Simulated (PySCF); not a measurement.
## Structure from 2D NMR

Compound of formula C$_{3}$H$_{5}$N$_{3}$. Correlations simulated from computed shifts and couplings:

HSQC (one-bond C–H):
```tsv
δH	δC	1J(C,H) (Hz)
7.85	147.1	218
3.57	31.6	145
```

HMBC (two and three bonds, |J| ≥ 2.5 Hz):
```tsv
δH	δC [abs. J in Hz]
7.85	147.1 [4.0]
3.57	147.1 [2.9]
```

Non-relativistic Hamiltonian, no solvent model, one conformer, averaged over atoms made equivalent by symmetry, fast rotation or ring inversion. PBE0-D3(BJ)/def2-SVP structure; spin–spin couplings from B3LYP/pcJ-1 (spin–dipole term only in couplings to heteroatoms); σ from GIAO-B97-2/pcSseg-2; PySCF.

Referencing at the same level of theory: 1H (31.36 ppm), 13C (183.46 ppm) against TMS.

Exchangeable hydrogens are left out of these lists, and C,H couplings along chains are those of one rotamer, so weak HMBC peaks may be missing or extra.

Question: Which molecule is this?

Answer: `Cn1cnnc1`.

Atom-mapped SMILES (the numbers label the heavy atoms): `[CH3:1][n:2]1[cH:3][n:4][n:5][cH:6]1`; H(Xn) means a hydrogen on atom n.

- δC 147.1 is C3/C6, an aromatic CH between two ring heteroatoms (δH 7.85).
- δC 31.6 is C1, a methyl carbon bonded to N (δH 3.57).

The shifts were computed for this structure.

Shifts are as computed. Against solution values, carbons near 30 ppm lie about +4 ppm off and those near 130 ppm about +7 ppm. Of 1211 compounds with measured shifts, 218 miss one by over three times the rms of a fit or turn the order of signals round; such compounds aren't used in these exercises.
